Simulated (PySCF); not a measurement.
Species: fluoroacetylene, C2HF.
Bonds: C1–C2 (triple), C2–F3. Hydrogens: H4 on C1.

A linear-response calculation (PySCF, def2-SVPD basis, gas phase, vertical, core orbitals frozen in the response) gave these numbers; the functional is withheld.

Orbital energies (eV): HOMO-3 -16.54, HOMO-2 -16.40, HOMO-1 -9.74, HOMO -9.74, LUMO 1.05, LUMO+1 2.17, LUMO+2 2.55.

| state | E (eV) | f | main configurations (H = HOMO, L = LUMO) |
| --- | --- | --- | --- |
| S1 | 7.10 | 0.0000 | H-1/H→L+2 (49%), H-1/H→L+3 (49%) |
| S2 | 7.18 | 0.046 | H-1/H→L (≥96%) |
| S3 | 7.18 | 0.046 | H-1/H→L (≥96%) |
| S4 | 7.36 | 0.0000 | H-1/H→L+3 (49%), H-1/H→L+2 (49%) |
| S5 | 7.36 | 0.0000 | H-1/H→L+3 (49%), H-1/H→L+2 (49%) |
| S6 | 8.77 | 0.0072 | H-1/H→L+1 (97%) |
| S7 | 8.77 | 0.0072 | H-1/H→L+1 (97%) |

Triplets, Tamm–Dancoff:

| state | E (eV) | λ (nm) | main configurations (H = HOMO, L = LUMO) |
| --- | --- | --- | --- |
| T1 | 5.82 | 212.9 | H-1/H→L+3 (≥47%), H-1/H→L+2 (≥47%) |
| T2 | 6.39 | 194.1 | H-1/H→L+2 (≥48%), H-1/H→L+3 (≥48%) |
| T3 | 6.39 | 194.1 | H-1/H→L+2 (≥48%), H-1/H→L+3 (≥48%) |

Vertical ionisation energy by ΔSCF with the same functional: 11.31 eV. Mean static polarisability: 23.1 au.

Orbitals of the list HOMO-3 to LUMO+2 that lie within 0.01 eV of each other are written together with a slash and their weights summed (≥ marks a lower bound); for degenerate orbitals outside that list single weights are arbitrary.

Question: Which of these was used?
A. B3LYP
B. CAM-B3LYP
C. PBE
D. HF

Answer: B. CAM-B3LYP is range-separated, 19% exact exchange at short range and 65% at long range (ω = 0.33 bohr⁻¹). In this run −ε(HOMO) = 9.74 eV differs from the ΔSCF value by -1.57 eV, and S1 differs from the orbital gap of 10.79 eV by -3.69 eV. The ratio −ε(HOMO)/IP is 0.86. Small neutral molecules mostly give 0.85 to 0.93 with CAM-B3LYP, 0.5 to 0.7 with PBE, 0.67 to 0.83 with B3LYP; Hartree–Fock can't fall below 1, since the ion's relaxation only lowers the ΔSCF value. The other options: PBE, a GGA without exact exchange; HF, time-dependent Hartree–Fock, 100% exact exchange; B3LYP, a global hybrid with 20% exact exchange.

Theory: PySCF, TDDFT CAM-B3LYP/def2-SVPD, vertical, gas phase, core orbitals frozen in the response. Geometry: PBE0-D3(BJ)/def2-SVP; no solvent, vibrations or thermal averaging.
